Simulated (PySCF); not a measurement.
# UBHLYP/cc-pVTZ run of NO2 (nitrogen dioxide)

We compute a single-point energy of NO2 (nitrogen dioxide). Input form: a Python script.

The results are computed with PySCF 2.14.0.

1 further run of the same task is left out (set aside as unsound or not needed).

## (1) The structure to begin with

NO2 has 3 atoms, charge 0, and is taken as a doublet. SMILES: `[O]N=O`. One bond was lengthened or shortened from a relaxed shape.

Bond lengths: O1–N2 1.183 Å, N2–O3 1.538 Å. Angles: O1–N2–O3 134.8°.

## (2) A single-point energy at UBHLYP/cc-pVTZ

File calc.py:

```python
from pyscf import gto, dft

mol = gto.Mole()
mol.atom = '''
O      0.113421    -1.412283    -0.086720
N     -0.361809    -0.339203    -0.233230
O      0.055690     1.091300     0.145270
'''
mol.max_memory = 1860
mol.basis = 'cc-pvtz'
mol.spin = 1
mol.verbose = 4
mol.build()

myscf = dft.UKS(mol)
myscf.xc = 'bhandhlyp'
myscf.conv_tol = 1e-10
myscf.grids.level = 5
myscf.kernel()
if not myscf.converged:
    myscf = myscf.newton().run(myscf.mo_coeff, myscf.mo_occ)

energy = myscf.e_tot
print('Final energy', energy)
```

On the command line:

```sh
$ OMP_NUM_THREADS=1 python calc.py
```

The program printed:

```text
PySCF version 2.14.0

[INPUT] num. atoms = 3
[INPUT] num. electrons = 23
[INPUT] charge = 0
[INPUT] spin (= nelec alpha-beta = 2S) = 1
[INPUT] symmetry False subgroup None
[INPUT] Mole.unit = angstrom
[INPUT] Symbol           X                Y                Z      unit          X                Y                Z       unit  Magmom
[INPUT]  1 O      0.113421000000  -1.412283000000  -0.086720000000 AA    0.214334626774  -2.668828080379  -0.163877049522 Bohr   0.0
[INPUT]  2 N     -0.361809000000  -0.339203000000  -0.233230000000 AA   -0.683719919403  -0.641000770631  -0.440740824032 Bohr   0.0
[INPUT]  3 O      0.055690000000   1.091300000000   0.145270000000 AA    0.105238847877   2.062258119738   0.274520514116 Bohr   0.0

nuclear repulsion = 57.7962828290737
number of shells = 27
number of NR pGTOs = 126
number of NR cGTOs = 90
basis = cc-pvtz
ecp = {}

******** <class 'pyscf.dft.uks.UKS'> ********
method = UKS
initial guess = minao
damping factor = 0
level_shift factor = 0
DIIS = <class 'pyscf.scf.diis.CDIIS'>
diis_start_cycle = 1
diis_space = 8
diis_damp = 0
SCF conv_tol = 1e-10
SCF conv_tol_grad = None
SCF max_cycles = 50
direct_scf = True
direct_scf_tol = 1e-13
number electrons alpha = 12  beta = 11
XC library pyscf.dft.libxc version 7.0.0
    S. Lehtola, C. Steigemann, M. J.T. Oliveira, and M. A.L. Marques.,  SoftwareX 7, 1–5 (2018)
XC functionals = bhandhlyp
    Defined through Gaussian implementation.
radial grids:
    Treutler-Ahlrichs [JCP 102, 346 (1995); DOI:10.1063/1.469408] (M4) radial grids

becke partition: Becke, JCP 88, 2547 (1988); DOI:10.1063/1.454033
pruning grids: <function nwchem_prune>
grids dens level: 5
symmetrized grids: False
atomic radii adjust function: <function treutler_atomic_radii_adjust>
small_rho_cutoff = 0
Set gradient conv threshold to 1e-05
tot grids = 128072
init E= -205.034198622511
[... the frontier-level lines of each cycle are left out ...]


cycle= 1 E= -204.652831948963  delta_E= 0.381  |g|= 0.821  |ddm|= 1.24
cycle= 2 E= -202.187632584095  delta_E= 2.47  |g|= 2.41  |ddm|= 1.46
cycle= 3 E= -204.802290128455  delta_E= -2.61  |g|= 0.632  |ddm|=  1.3
cycle= 4 E= -204.945013977757  delta_E= -0.143  |g|= 0.174  |ddm|= 0.344
cycle= 5 E= -204.957923075502  delta_E= -0.0129  |g|= 0.0386  |ddm|= 0.0958
cycle= 6 E= -204.96007936349  delta_E= -0.00216  |g|= 0.0174  |ddm|= 0.0566
cycle= 7 E= -204.961146674647  delta_E= -0.00107  |g|= 0.0106  |ddm|= 0.05
cycle= 8 E= -204.961716497108  delta_E= -0.00057  |g|= 0.0098  |ddm|= 0.0393
cycle= 9 E= -204.962118969274  delta_E= -0.000402  |g|= 0.00814  |ddm|= 0.0357
cycle= 10 E= -204.962445498358  delta_E= -0.000327  |g|= 0.00561  |ddm|= 0.0376
cycle= 11 E= -204.962643961284  delta_E= -0.000198  |g|= 0.00341  |ddm|= 0.0315
cycle= 12 E= -204.962792280603  delta_E= -0.000148  |g|= 0.00211  |ddm|= 0.0358
cycle= 13 E= -204.962851975361  delta_E= -5.97e-05  |g|= 0.00132  |ddm|= 0.0272
cycle= 14 E= -204.962865603945  delta_E= -1.36e-05  |g|= 0.00094  |ddm|= 0.0113
cycle= 15 E= -204.962870810551  delta_E= -5.21e-06  |g|= 0.00043  |ddm|= 0.0078
cycle= 16 E= -204.962871995434  delta_E= -1.18e-06  |g|= 0.000237  |ddm|= 0.00466
cycle= 17 E= -204.962872222969  delta_E= -2.28e-07  |g|= 0.00012  |ddm|= 0.00181
cycle= 18 E= -204.962872257509  delta_E= -3.45e-08  |g|= 5.76e-05  |ddm|= 0.000429
cycle= 19 E= -204.962872263996  delta_E= -6.49e-09  |g|= 3.34e-05  |ddm|= 0.00034
cycle= 20 E= -204.96287226854  delta_E= -4.54e-09  |g|= 1.62e-05  |ddm|= 0.00013
cycle= 21 E= -204.962872269989  delta_E= -1.45e-09  |g|= 1.05e-05  |ddm|= 7.68e-05
cycle= 22 E= -204.96287227065  delta_E= -6.61e-10  |g|= 8.02e-06  |ddm|= 4.97e-05
cycle= 23 E= -204.962872271097  delta_E= -4.48e-10  |g|= 4.93e-06  |ddm|= 7.25e-05
cycle= 24 E= -204.962872271201  delta_E= -1.04e-10  |g|= 3.18e-06  |ddm|= 2.25e-05
cycle= 25 E= -204.96287227124  delta_E= -3.93e-11  |g|= 1.32e-06  |ddm|= 1.42e-05
Extra cycle  E= -204.962872271242  delta_E= -1.71e-12  |g|= 1.89e-06  |ddm|= 1.83e-06
converged SCF energy = -204.962872271242  <S^2> = 0.79333391  2S+1 = 2.0428744
Final energy -204.9628722712422
```

Wall time 31 s (1 thread of Arm Neoverse V1, shared host); peak memory 0.44 GiB.

## (3) Outcome

Level: UBHLYP/cc-pVTZ.

| quantity | value |
| --- | --- |
| total energy | -204.96287 Eh |
| dipole moment | 1.21 D |
| HOMO energy (highest over α and β) | -10.48 eV |
| LUMO energy (lowest over α and β) | -2.85 eV |
| ⟨S²⟩ | 0.793 |
